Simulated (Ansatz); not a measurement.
For zinc-blende InP, LDA in Ansatz (plane waves, PAW) gives:

```
Property                              Value
-----------------------------  ------------
lattice constant a                  5.827 Å
bulk modulus B0                    71.2 GPa
cohesive energy                3.96 eV/atom
band gap at the measured cell       0.46 eV
TO(Γ) frequency                    304 cm⁻¹
elastic constant C11                101 GPa
elastic constant C44               45.4 GPa
polycrystal shear modulus          33.9 GPa
```

**Question.** What does r²SCAN (Ansatz, a first-principles code, PAW) give for the same quantities?

**Answer.** 
- lattice constant a: 5.907 Å (rises by 1.4 %)
- bulk modulus: 68.3 GPa (decreases by 4.1 %)
- cohesive energy: 3.27 eV/atom (shrinks by 0.69 eV/atom)
- band gap at the measured cell: 1.14 eV (goes up by 0.68 eV)
- zone-centre TO phonon frequency: 296 cm⁻¹ (shrinks by 2.6 %)
- elastic constant C11: 97.9 GPa (shrinks by 3.1 %)
- elastic constant C44: 45.9 GPa (goes up by 1.1 %)
- Voigt–Reuss–Hill shear modulus: 34.3 GPa (increases by 1.2 %)

For comparison: lattice constant a 5.858 Å (measured, static lattice: zero-point anharmonic expansion removed; as tabulated in Mejia-Rodriguez and Trickey (2018), arXiv:1807.09216); bulk modulus 72 GPa (measured, 0 K value with the zero-point phonon effect removed; as tabulated in Mejia-Rodriguez and Trickey (2018), arXiv:1807.09216); band gap 1.47 eV (measured, zero-point renormalisation of 0.05 eV added back here (the table's ZPR column); inputs from Chen et al. (2018), doi:10.1103/physrevmaterials.2.073803); zone-centre TO phonon frequency 307 cm⁻¹ (measured, temperature not stated, not corrected to a static lattice; as tabulated in Ioffe Institute, NSM Archive: InP, mechanic properties page); elastic constant C11 101 GPa (measured, temperature not stated, not corrected to a static lattice; as tabulated in Oses et al. (2018), arXiv:1811.08464); elastic constant C44 45.6 GPa (measured, temperature not stated, not corrected to a static lattice; as tabulated in Oses et al. (2018), arXiv:1811.08464).

Changes are worked out from the printed values.

Unless a cell is named, each level is at its own relaxed cell (LDA 24.73, r²SCAN 25.76 Å³/atom).

Levels without +SOC leave out spin–orbit coupling, which shifts energies and cells of such heavy elements.

Spin–orbit coupling is included only where a level's name says +SOC; with heavier elements it mostly lowers gaps and can invert bands. Density-functional gaps are differences of (generalised) Kohn–Sham levels.

Ansatz's density-functional and Hartree–Fock values are scalar-relativistic unless marked +SOC, with PAW data made under PBE.
